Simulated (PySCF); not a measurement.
1,4-dihydropyrazine radical cation, C4H6N2 (charge +1 and doublet state).
Cartesian coordinates in Å at the PBE0-D3(BJ)/def2-SVP level; atoms count from 1:
```xyz
12
C4H6N2 angstrom
C      1.1164    0.7812    0.1448
C      1.2466   -0.5689    0.0612
N      0.1299   -1.3502   -0.0882
C     -1.1160   -0.7815   -0.1536
C     -1.2462    0.5687   -0.0700
N     -0.1295    1.3500    0.0793
H      1.9748    1.4421    0.2633
H      2.2159   -1.0645    0.1086
H      0.2264   -2.3595   -0.1501
H     -1.9744   -1.4423   -0.2723
H     -2.2155    1.0643   -0.1176
H     -0.2261    2.3592    0.1425
```

The hyperfine couplings belong to this conformer and change with its torsions.

Identity: 1,4-dihydropyrazine radical cation, `C1=CNC=CN1` [SMILES of the parent framework; charge +1 and doublet state].

Computed with PySCF 2.14.0, UKS B3LYP, IGLO-III on C N, pcH-1 on H, non-relativistic, mean-field spin-orbit, GIAO. Isolated species at its PBE0-D3(BJ)/def2-SVP geometry (one conformer only). Stability of the SCF solution: not tested. No frequencies were computed at this geometry's level, so the symmetric structure isn't shown to be a minimum.

Principal values of hyperfine tensors in MHz (contact and dipolar terms together), for some of the nuclei:

```csv
atom,isotope,A1,A2,A3,alike by the symmetry of this geometry
H9,1H,-49.93,-33.11,-3.43,H12
H8,1H,-15.38,-12.88,-1.38,"H7, H10, H11"
C1,13C,-15.41,-13.81,15.24,"C2, C4, C5"
```

**Question.** Split each tensor into its isotropic and traceless parts, and turn a_iso into mT with g = 2.0031.

**Answer.** a_iso is a third of the trace, T = A − a_iso, and a(mT) = a(MHz)/(g × 13.996).

```
atom  a_iso (MHz)  a_iso (mT)      T1     T2     T3
  H9       -28.83      -1.028  -21.11  -4.28  25.39
  H8        -9.88      -0.352   -5.50  -3.00   8.50
  C1        -4.66      -0.166  -10.75  -9.15  19.90
```

**Question.** What spin density at the nucleus of H9 lies behind its contact coupling (g_N = 5.58569)?

**Answer.** a_FC = 800.24 MHz bohr³ × g_N × ρ(0)/(2S). With a_FC = -28.83 MHz and 2S = 1, ρ(0) = -0.006449 bohr⁻³. In magnitude that is 2.0 % of the 1/π = 0.318 of a free hydrogen atom.

**Question.** N3 (14N, g_N = 0.40376) isn't in the table. Its spin density at the nucleus is 0.04578 bohr⁻³. What is its contact coupling?

**Answer.** By the same relation, a_FC = 14.79 MHz. Its full tensor has the principal values -2.41, -2.06, 48.84 MHz.

**Question.** Which nucleus of the table has the largest anisotropic coupling, and what is its form?

**Answer.** H9: -21.1, -4.3, 25.4 MHz, rhombic: the two smaller values differ by 66 % of the largest.

**Question.** What first-order splitting does C1 cause when the field lies along A1, A2 or A3 of its tensor (g taken as isotropic, no quadrupole term)?

**Answer.** 2 lines (I = 1/2), spaced by |A_i|/(g × 13.996): 0.55, 0.49, 0.54 mT along the axes of A1, A2 and A3.

Hardware: Arm Neoverse V1, one thread (shared host). Cost: 44 s of wall time.
